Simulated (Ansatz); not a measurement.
A run of Ansatz (development build ahead of 0.2.0) on triplet CH₂O at this shape:

```yaml
atoms:
  - { symbol: C, position_ang: [0.1702, 0.1478, -0.4717] }
  - { symbol: O, position_ang: [-0.2191, -0.1903, 0.6075] }
  - { symbol: H, position_ang: [0.4726, 1.2017, -0.6995] }
  - { symbol: H, position_ang: [0.2595, -0.5659, -1.3301] }
```

Its results:

```yaml
Converged: yes
Total_energy: -113.68027 hartree
Spin_squared_of_the_determinant: 2.015
Stability_test: minimum
```

Forces (eV/Å):
| atom | Fx | Fy | Fz |
| --- | --- | --- | --- |
| C1 | 3.590 | 3.116 | -9.954 |
| O2 | -2.877 | -2.498 | 7.975 |
| H3 | -0.447 | -1.058 | 0.721 |
| H4 | -0.266 | 0.440 | 1.257 |

**Question.** Which input gives this output? Name the method, the orbitals and the basis set, and write the input.

**Answer.** UHF in def2-SVP.

```yaml
crystal:
  periodic: [false, false, false]
  atoms:
    - { symbol: C, position_ang: [0.1702, 0.1478, -0.4717] }
    - { symbol: O, position_ang: [-0.2191, -0.1903, 0.6075] }
    - { symbol: H, position_ang: [0.4726, 1.2017, -0.6995] }
    - { symbol: H, position_ang: [0.2595, -0.5659, -1.3301] }
basis:
  gaussian: { orbitals: def2-SVP }
magnetization:
  spin_polarized: true
  initial_magnetization: 2
hamiltonian:
  xc: hf
output:
  forces: true
```

Caution: another spin multiplicity may lie lower.
